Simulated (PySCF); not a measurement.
Computed shifts of a molecule C4H8, PBE0/pcSseg-1 (PySCF), GIAO, gas phase, equivalent atoms averaged, in ppm (number of nuclei): ¹³C: 152.3 (1), 121.0 (1), 28.2 (2). ¹H: 5.33 (2), 2.03 (6). References: ¹³C against TMS (σ = 186.3 ppm); ¹H against TMS (σ = 31.56 ppm), references at their B3LYP-D3(BJ)/def2-TZVP geometries, non-relativistic. Geometry optimised at PBE0-D3(BJ)/def2-SVP. Other conformers were not sampled.

**Question.** Which molecule gave these data?
A. C=C(C)C
B. CC1CC1
C. C1CCC1
D. C=CCC

**Answer.** A, C=C(C)C
